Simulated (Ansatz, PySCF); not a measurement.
System: C4H3S, net charge 0, doublet state. It need not be the lowest isomer of its formula. 
Coordinates optimised at B3LYP-D3(BJ)/def2-TZVP (Ansatz, a program for electronic structure):
```
C
C 1 1.3640
H 2 1.0779 1 128.44
H 1 1.0810 2 123.37 3 0.00
C 1 1.4347 4 123.22 2 180.00
C 5 1.3507 1 109.40 4 -180.00
H 5 1.0793 6 125.82 1 180.00
S 6 1.7006 5 115.76 7 -180.00
```
Charge 0, spin multiplicity 2.

Total electronic energies in hartree. Cores are frozen in the correlated levels unless marked. Open shells are spin-unrestricted. No spin-orbit coupling. Non-relativistic. CBS marks a two-point X^-3 extrapolation of the correlation energy; Hartree-Fock from the larger set. The bracket is a focal-point correction in the basis named.

The UHF reference is spin-contaminated (<S^2> 0.38 over the pure value in the largest basis). 

```json
[
 {"level": "HF/cc-pV(D+d)Z", "program": "Ansatz", "energy (Eh)": "-550.67699"},
 {"level": "HF-D4/def2-TZVPD", "program": "PySCF + dftd4", "energy (Eh)": "-550.75801"},
 {"level": "BLYP-D3(BJ)/def2-TZVPD", "program": "Ansatz + dftd3", "energy (Eh)": "-552.33861"},
 {"level": "revPBE-D4/def2-TZVPD", "program": "Ansatz + dftd4", "energy (Eh)": "-552.30295"},
 {"level": "PBE0/def2-TZVPD", "program": "Ansatz", "energy (Eh)": "-552.06098"},
 {"level": "BHLYP-D3(BJ)/def2-TZVPD", "program": "Ansatz + dftd3", "energy (Eh)": "-552.29428"},
 {"level": "r2SCAN0-D4/def2-TZVPD", "program": "Ansatz + dftd4", "energy (Eh)": "-552.25046"},
 {"level": "B2PLYP/def2-TZVPD", "program": "Ansatz", "energy (Eh)": "-552.11790"},
 {"level": "RI-MP2/CBS(cc-pV(T+d)Z,cc-pV(Q+d)Z)+[CCSD(T)-MP2]/cc-pV(T+d)Z", "program": "Ansatz", "energy (Eh)": "-551.6719"}
]
```

Totals of different functionals don't rank their quality; only differences between species are comparable.
